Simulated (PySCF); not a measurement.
Write a Z-matrix for `C=CCC[NH3+]` as optimised with GFN2-xTB. (Charge +1.)

Z-matrix in Å and degrees, rows numbered from 1:
```
C 
C   1  1.3260
C   2  1.5026  1  123.32
C   3  1.5303  2  108.52  1   -92.50
N   4  1.4923  3  107.48  2    57.18
H   1  1.0807  2  122.52  3    -8.35
H   1  1.0761  2  121.56  3   178.41
H   2  1.0800  1  120.44  3  -175.84
H   3  1.0912  2  110.68  1    28.11
H   3  1.0885  2  110.47  1   147.84
H   4  1.0906  3  110.00  2   -60.79
H   4  1.0890  3  111.63  2   178.01
H   5  1.0540  4  104.73  3   -37.81
H   5  1.0248  4  112.97  3  -158.60
H   5  1.0265  4  110.95  3    78.82
```

C1 (terminal =CH2 carbon) is planar (angles 122.5°, 121.6° and 115.6°, sum 359.7°, 0.04 Å off the plane of its three neighbours). The 3 C–C bonds span 1.326 Å (C1=C2, drawn double) to 1.530 Å (C3–C4, drawn single), a spread of 0.204 Å. Of the pairs four or more bonds apart, C1···H13 is among the closest relative to their van der Waals radii: 2.12 Å, 73 % of the sum of Bondi's values. C2 (alkene CH carbon) is planar (angles 123.3°, 120.4° and 116.1°, sum 359.9°, 0.03 Å off the plane of its three neighbours).

Computed geometry: GFN2-xTB, gas phase.

Point group: C1 (no symmetry element, even within 0.4 Å). Whether it is a minimum is left open (no frequencies). Torsions: C1–C2–C3–C4 -92°, C2–C3–C4–N5 57°.

One conformer stands for the species.
